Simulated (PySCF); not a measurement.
# B, B⁺, B²⁺, B³⁺, B⁻: ionisation energies and electron affinity in x2c-QZVPPall plus 1 even-tempered diffuse shell per l

Each state of boron is computed at each level; their differences give the ionisation energy and electron affinity. How far do the methods differ?

Method: unrestricted determinants in a Gaussian basis, no spin-orbit coupling in the energies. Code: PySCF 2.14.0.

## (1) The atom as given

- Element: boron (Z = 5)
- Basis: x2c-QZVPPall with one added diffuse shell each of s, p, d, f type (8s5p4d3f1g, 73 functions)
- Hamiltonian: scalar relativity by spin-free X2C-1e
- State 1: B: [He] 2s2 2p1, 2P determinant
- State 2: B⁺: [He] 2s2, closed-shell 1S
- State 3: B²⁺: [He] 2s1, 2S determinant
- State 4: B³⁺: 1s2, closed-shell 1S
- State 5: B⁻: [He] 2s2 2p2, high-spin 3P determinant
- Methods: CCSD(T)
- Core shells frozen in the correlated runs: valence and next inner shell: nothing (for B)

Outer shells as boxes (Hund's rule):

B [He] 2s2 2p1
```
[He] core
2s [↑↓]
2p [↑ ][  ][  ]
```

B+ [He] 2s2
```
[He] core
2s [↑↓]
```

B2+ [He] 2s1
```
[He] core
2s [↑ ]
```

B3+ 1s2
```
1s [↑↓]
```

One driver process ran all states and methods and kept the integrals in memory. Each run is shown as a PySCF script that sums up its settings (the driver passes frozen orbitals as a list and adds second-order terms of double hybrids); the logs are those of the runs themselves. The driver starts from symmetry-adapted Hartree-Fock orbitals, holds the occupation by maximum overlap and uses a logarithmic radial grid for functionals, so a plain start would take other cycles.

The integrals over 73 functions and the set-up took 0.38 s of CPU time.

## (2) B: CCSD(T) (valence and next inner shell)

**CCSD(T) (valence and next inner shell)**

input.py

```python
from pyscf import gto, scf, dft, mp, cc
import basis_set_exchange as bse
mol = gto.M(atom="B 0 0 0", charge=0, spin=1, symmetry="D2h",
            basis=gto.basis.parse(bse.get_basis("x2c-QZVPPall", elements=["B"], fmt="nwchem", augment_diffuse=1)),
            nucmod="G")
mf = scf.UHF(mol).sfx2c1e()
mf.irrep_nelec = {'Ag': (2, 2), 'B2u': (1, 0)}
mf.kernel()
mycc = cc.CCSD(mf, frozen=0).run()
mycc.ccsd_t()
```

What it wrote:

```text
CC2 = 0
CCSD nocc = (np.int64(3), np.int64(2)), nmo = (73, 73)
frozen orbitals [[], []]
max_cycle = 100
direct = 0
conv_tol = 1e-08
conv_tol_normt = 1e-06
diis_space = 8
diis_start_cycle = 0
Init t2, MP2 energy = -0.0654594595497707
Init E_corr(UCCSD) = -0.0654594595504975
cycle = 1  E_corr(UCCSD) = -0.0770983796018495  dE = -0.0116389201  norm(t1,t2) = 0.0581349
cycle = 2  E_corr(UCCSD) = -0.0815530891069601  dE = -0.00445470951  norm(t1,t2) = 0.0292493
cycle = 3  E_corr(UCCSD) = -0.0857768104627614  dE = -0.00422372136  norm(t1,t2) = 0.0158298
cycle = 4  E_corr(UCCSD) = -0.0857155674283392  dE = 6.12430344e-05  norm(t1,t2) = 0.0020175
cycle = 5  E_corr(UCCSD) = -0.0857691749754838  dE = -5.36075471e-05  norm(t1,t2) = 0.000346098
cycle = 6  E_corr(UCCSD) = -0.0857506948790972  dE = 1.84800964e-05  norm(t1,t2) = 9.36843e-05
cycle = 7  E_corr(UCCSD) = -0.0857525794742144  dE = -1.88459512e-06  norm(t1,t2) = 3.06022e-05
cycle = 8  E_corr(UCCSD) = -0.0857537889890443  dE = -1.20951483e-06  norm(t1,t2) = 7.409e-06
cycle = 9  E_corr(UCCSD) = -0.0857534090265558  dE = 3.79962488e-07  norm(t1,t2) = 2.12745e-06
cycle = 10  E_corr(UCCSD) = -0.0857534246560177  dE = -1.56294619e-08  norm(t1,t2) = 5.24697e-07
cycle = 11  E_corr(UCCSD) = -0.0857534233706177  dE = 1.28540006e-09  norm(t1,t2) = 1.73803e-07
UCCSD converged
E(UCCSD) = -24.62561068702287  E_corr = -0.08575342337061767
UCCSD(T) correction = -0.0017335800952385
```

It used 12 s of CPU time after the integrals (shared host).

CCSD correlation -0.08575 hartree, triples -0.00173; total -24.627344. T1 = 0.012, largest double amplitude 0.063.

## (3) B⁺: CCSD(T) (valence and next inner shell)

**CCSD(T) (valence and next inner shell)**

input.py

```python
from pyscf import gto, scf, dft, mp, cc
import basis_set_exchange as bse
mol = gto.M(atom="B 0 0 0", charge=1, spin=0, symmetry="D2h",
            basis=gto.basis.parse(bse.get_basis("x2c-QZVPPall", elements=["B"], fmt="nwchem", augment_diffuse=1)),
            nucmod="G")
mf = scf.UHF(mol).sfx2c1e()
mf.irrep_nelec = {'Ag': (2, 2)}
mf.kernel()
mycc = cc.CCSD(mf, frozen=0).run()
mycc.ccsd_t()
```

What it wrote:

```text
CC2 = 0
CCSD nocc = 2, nmo = 73
frozen orbitals []
max_cycle = 100
direct = 0
conv_tol = 1e-08
conv_tol_normt = 1e-06
diis_space = 8
diis_start_cycle = 0
Init t2, MP2 energy = -24.3000013646792  E_corr(MP2) -0.0556266601187794
Init E_corr(CCSD) = -0.0556266601256346
cycle = 1  E_corr(CCSD) = -0.0672309159740068  dE = -0.0116042558  norm(t1,t2) = 0.0613311
cycle = 2  E_corr(CCSD) = -0.0728016553798168  dE = -0.00557073941  norm(t1,t2) = 0.0336928
cycle = 3  E_corr(CCSD) = -0.0791723277606989  dE = -0.00637067238  norm(t1,t2) = 0.018499
cycle = 4  E_corr(CCSD) = -0.0790245693086157  dE = 0.000147758452  norm(t1,t2) = 0.000398625
cycle = 5  E_corr(CCSD) = -0.0790796772324679  dE = -5.51079239e-05  norm(t1,t2) = 0.000123772
cycle = 6  E_corr(CCSD) = -0.0790607556239998  dE = 1.89216085e-05  norm(t1,t2) = 5.63964e-05
cycle = 7  E_corr(CCSD) = -0.0790590396298557  dE = 1.71599414e-06  norm(t1,t2) = 4.77758e-06
cycle = 8  E_corr(CCSD) = -0.0790592139140047  dE = -1.74284149e-07  norm(t1,t2) = 4.38557e-07
cycle = 9  E_corr(CCSD) = -0.079059110413514  dE = 1.03500491e-07  norm(t1,t2) = 3.06449e-07
cycle = 10  E_corr(CCSD) = -0.0790591078517828  dE = 2.5617312e-09  norm(t1,t2) = 1.00247e-08
CCSD converged
E(CCSD) = -24.32343381241218  E_corr = -0.07905910785178281
CCSD(T) correction = -0.000416327185548417
```

CPU time 3.8 s on a shared host, the integrals not counted.

CCSD correlation -0.07906 hartree, triples -0.00042; total -24.323850. T1 = 0.009, largest double amplitude 0.147.

## (4) B²⁺: CCSD(T) (valence and next inner shell)

**CCSD(T) (valence and next inner shell)**

input.py

```python
from pyscf import gto, scf, dft, mp, cc
import basis_set_exchange as bse
mol = gto.M(atom="B 0 0 0", charge=2, spin=1, symmetry="D2h",
            basis=gto.basis.parse(bse.get_basis("x2c-QZVPPall", elements=["B"], fmt="nwchem", augment_diffuse=1)),
            nucmod="G")
mf = scf.UHF(mol).sfx2c1e()
mf.irrep_nelec = {'Ag': (2, 1)}
mf.kernel()
mycc = cc.CCSD(mf, frozen=0).run()
mycc.ccsd_t()
```

What it wrote:

```text
CC2 = 0
CCSD nocc = (np.int64(2), np.int64(1)), nmo = (73, 73)
frozen orbitals [[], []]
max_cycle = 100
direct = 0
conv_tol = 1e-08
conv_tol_normt = 1e-06
diis_space = 8
diis_start_cycle = 0
Init t2, MP2 energy = -0.0171339080695885
Init E_corr(UCCSD) = -0.0171339080696006
cycle = 1  E_corr(UCCSD) = -0.018495493922019  dE = -0.00136158585  norm(t1,t2) = 0.00289553
cycle = 2  E_corr(UCCSD) = -0.0186557448456253  dE = -0.000160250924  norm(t1,t2) = 0.000526221
cycle = 3  E_corr(UCCSD) = -0.018683402533126  dE = -2.76576875e-05  norm(t1,t2) = 0.000117479
cycle = 4  E_corr(UCCSD) = -0.0186817758834382  dE = 1.62664969e-06  norm(t1,t2) = 1.20158e-05
cycle = 5  E_corr(UCCSD) = -0.0186818995378563  dE = -1.23654418e-07  norm(t1,t2) = 6.4279e-07
cycle = 6  E_corr(UCCSD) = -0.0186818997371964  dE = -1.99340131e-10  norm(t1,t2) = 4.58971e-08
UCCSD converged
E(UCCSD) = -23.40131896298259  E_corr = -0.01868189973719639
UCCSD(T) correction = -1.3847448484542e-05
```

CPU time 8.6 s on a shared host, the integrals not counted.

CCSD correlation -0.01868 hartree, triples -0.00001; total -23.401333. T1 = 0.001, largest double amplitude 0.008.

## (5) B³⁺: CCSD(T) (valence and next inner shell)

**CCSD(T) (valence and next inner shell)**

input.py

```python
from pyscf import gto, scf, dft, mp, cc
import basis_set_exchange as bse
mol = gto.M(atom="B 0 0 0", charge=3, spin=0, symmetry="D2h",
            basis=gto.basis.parse(bse.get_basis("x2c-QZVPPall", elements=["B"], fmt="nwchem", augment_diffuse=1)),
            nucmod="G")
mf = scf.UHF(mol).sfx2c1e()
mf.irrep_nelec = {'Ag': (1, 1)}
mf.kernel()
mycc = cc.CCSD(mf, frozen=0).run()
mycc.ccsd_t()
```

What it wrote:

```text
CC2 = 0
CCSD nocc = 1, nmo = 73
frozen orbitals []
max_cycle = 100
direct = 0
conv_tol = 1e-08
conv_tol_normt = 1e-06
diis_space = 8
diis_start_cycle = 0
Init t2, MP2 energy = -22.0083388467076  E_corr(MP2) -0.0159041884654952
Init E_corr(CCSD) = -0.0159041884654952
cycle = 1  E_corr(CCSD) = -0.0170967833978117  dE = -0.00119259493  norm(t1,t2) = 0.00166266
cycle = 2  E_corr(CCSD) = -0.0172246097250556  dE = -0.000127826327  norm(t1,t2) = 0.000228463
cycle = 3  E_corr(CCSD) = -0.0172423050906745  dE = -1.76953656e-05  norm(t1,t2) = 3.42372e-05
cycle = 4  E_corr(CCSD) = -0.0172419843293862  dE = 3.20761288e-07  norm(t1,t2) = 8.2937e-07
cycle = 5  E_corr(CCSD) = -0.0172419738105277  dE = 1.05188585e-08  norm(t1,t2) = 4.80654e-08
cycle = 6  E_corr(CCSD) = -0.0172419740214778  dE = -2.10950108e-10  norm(t1,t2) = 3.32068e-09
CCSD converged
E(CCSD) = -22.00967663226355  E_corr = -0.01724197402147781
```

CPU time 2.3 s on a shared host, the integrals not counted.

CCSD correlation -0.01724 hartree, triples 0.00000; total -22.009677. T1 = 0.001, largest double amplitude 0.008. With two correlated electrons the triples vanish and CCSD is exact in this space.

## (6) B⁻: CCSD(T) (valence and next inner shell)

**CCSD(T) (valence and next inner shell)**

input.py

```python
from pyscf import gto, scf, dft, mp, cc
import basis_set_exchange as bse
mol = gto.M(atom="B 0 0 0", charge=-1, spin=2, symmetry="D2h",
            basis=gto.basis.parse(bse.get_basis("x2c-QZVPPall", elements=["B"], fmt="nwchem", augment_diffuse=1)),
            nucmod="G")
mf = scf.UHF(mol).sfx2c1e()
mf.irrep_nelec = {'Ag': (2, 2), 'B1u': (1, 0), 'B2u': (1, 0)}
mf.kernel()
mycc = cc.CCSD(mf, frozen=0).run()
mycc.ccsd_t()
```

What it wrote:

```text
CC2 = 0
CCSD nocc = (np.int64(4), np.int64(2)), nmo = (73, 73)
frozen orbitals [[], []]
max_cycle = 100
direct = 0
conv_tol = 1e-08
conv_tol_normt = 1e-06
diis_space = 8
diis_start_cycle = 0
Init t2, MP2 energy = -0.084824113153444
Init E_corr(UCCSD) = -0.084824113156163
cycle = 1  E_corr(UCCSD) = -0.0968662921086022  dE = -0.012042179  norm(t1,t2) = 0.0579347
cycle = 2  E_corr(UCCSD) = -0.100626640322631  dE = -0.00376034821  norm(t1,t2) = 0.0270808
cycle = 3  E_corr(UCCSD) = -0.103517538332517  dE = -0.00289089801  norm(t1,t2) = 0.0156115
cycle = 4  E_corr(UCCSD) = -0.103557821450902  dE = -4.02831184e-05  norm(t1,t2) = 0.00559301
cycle = 5  E_corr(UCCSD) = -0.103529081884105  dE = 2.87395668e-05  norm(t1,t2) = 0.00172207
cycle = 6  E_corr(UCCSD) = -0.103540151960162  dE = -1.10700761e-05  norm(t1,t2) = 0.000787998
cycle = 7  E_corr(UCCSD) = -0.103530856989971  dE = 9.29497019e-06  norm(t1,t2) = 0.000249637
cycle = 8  E_corr(UCCSD) = -0.103530059873609  dE = 7.97116363e-07  norm(t1,t2) = 8.14074e-05
cycle = 9  E_corr(UCCSD) = -0.103530333345446  dE = -2.73471837e-07  norm(t1,t2) = 3.5339e-05
cycle = 10  E_corr(UCCSD) = -0.103529907752968  dE = 4.25592478e-07  norm(t1,t2) = 1.13561e-05
cycle = 11  E_corr(UCCSD) = -0.103529846643535  dE = 6.11094327e-08  norm(t1,t2) = 5.341e-06
cycle = 12  E_corr(UCCSD) = -0.103529982140808  dE = -1.35497273e-07  norm(t1,t2) = 2.08533e-06
cycle = 13  E_corr(UCCSD) = -0.103530008700743  dE = -2.65599348e-08  norm(t1,t2) = 7.09979e-07
cycle = 14  E_corr(UCCSD) = -0.103529993212482  dE = 1.54882612e-08  norm(t1,t2) = 2.64533e-07
cycle = 15  E_corr(UCCSD) = -0.10352998908289  dE = 4.12959224e-09  norm(t1,t2) = 6.80784e-08
UCCSD converged
E(UCCSD) = -24.63208797184314  E_corr = -0.1035299890828898
UCCSD(T) correction = -0.00411519651808424
```

CPU time 17 s on a shared host, the integrals not counted.

CCSD correlation -0.10353 hartree, triples -0.00412; total -24.636203. T1 = 0.018, largest double amplitude 0.077.

## (7) Differences of total energies

Ionisation energy: B [He] 2s2 2p1 (2P) → B⁺ [He] 2s2 (1S).

| method | value (eV) | error (eV) |
| --- | --- | --- |
| UHF | 8.040 | -0.256 |
| MP2 (valence and next inner shell) | 8.308 | +0.011 |
| SCS-MP2 (valence and next inner shell) | 8.272 | -0.025 |
| CCSD (valence and next inner shell) | 8.223 | -0.074 |
| CCSD(T) (valence and next inner shell) | 8.258 | -0.038 |

Reference: 8.297 eV (measured; NIST levels, between the centres of gravity of the two terms). Errors of the correlated levels include the incompleteness of this basis.

Ionisation energy: B⁺ [He] 2s2 (1S) → B²⁺ [He] 2s1 (2S).

| method | value (eV) | error (eV) |
| --- | --- | --- |
| UHF | 23.449 | -1.706 |
| MP2 (valence and next inner shell) | 24.497 | -0.658 |
| SCS-MP2 (valence and next inner shell) | 24.698 | -0.457 |
| CCSD (valence and next inner shell) | 25.092 | -0.063 |
| CCSD(T) (valence and next inner shell) | 25.103 | -0.052 |

Reference: 25.155 eV (measured; NIST levels, between the centres of gravity of the two terms). Errors of the correlated levels include the incompleteness of this basis.

Ionisation energy: B²⁺ [He] 2s1 (2S) → B³⁺ 1s2 (1S).

| method | value (eV) | error (eV) |
| --- | --- | --- |
| UHF | 37.829 | -0.101 |
| MP2 (valence and next inner shell) | 37.863 | -0.068 |
| SCS-MP2 (valence and next inner shell) | 37.861 | -0.070 |
| CCSD (valence and next inner shell) | 37.869 | -0.062 |
| CCSD(T) (valence and next inner shell) | 37.869 | -0.062 |

Reference: 37.931 eV (measured; NIST levels, between the centres of gravity of the two terms). Errors of the correlated levels include the incompleteness of this basis.

## (8) Differences of total energies, continued

Electron affinity: B⁻ [He] 2s2 2p2 (3P) → B [He] 2s2 2p1 (2P).

| method | value (eV) | error (eV) |
| --- | --- | --- |
| UHF | -0.3075 | -0.5872 |
| MP2 (valence and next inner shell) | 0.2195 | -0.0603 |
| SCS-MP2 (valence and next inner shell) | 0.0694 | -0.2103 |
| CCSD (valence and next inner shell) | 0.1763 | -0.1035 |
| CCSD(T) (valence and next inner shell) | 0.2411 | -0.0387 |

Reference: 0.280 eV (measured; CRC Handbook (2014) and Andersen, Phys. Rep. 394, 157 (2004), with later updates, as tabulated in the mendeleev Python package). Errors of the correlated levels include the incompleteness of this basis.

The runs at UHF, MP2 (valence and next inner shell) are not shown; their differences are listed all the same.

## (9) Results

```
              quantity                                                                           value
  ionisation energy, B     UHF 8.040, CCSD(T) (valence and next inner shell) 8.258 eV; reference 8.297
 ionisation energy, B⁺  UHF 23.449, CCSD(T) (valence and next inner shell) 25.103 eV; reference 25.155
ionisation energy, B²⁺  UHF 37.829, CCSD(T) (valence and next inner shell) 37.869 eV; reference 37.931
  electron affinity, B    UHF -0.307, CCSD(T) (valence and next inner shell) 0.241 eV; reference 0.280
```

Accuracy by level (over 4 differences):

| method | mean absolute miss against the measured values (with the measured fine structure taken into account where it is known) (eV) |
| --- | --- |
| UHF | 0.663 |
| MP2 (valence and next inner shell) | 0.199 |
| SCS-MP2 (valence and next inner shell) | 0.190 |
| CCSD (valence and next inner shell) | 0.076 |
| CCSD(T) (valence and next inner shell) | 0.048 |

What this shows: CCSD(T) (valence and next inner shell) lands nearest to the measured values (mean absolute error over 4 measured values 0.05 eV); UHF misses by most (0.66 eV). Hartree-Fock falls short because the species with more electrons holds more correlation energy, which it lacks. The basis is finite, and no extrapolation was made.
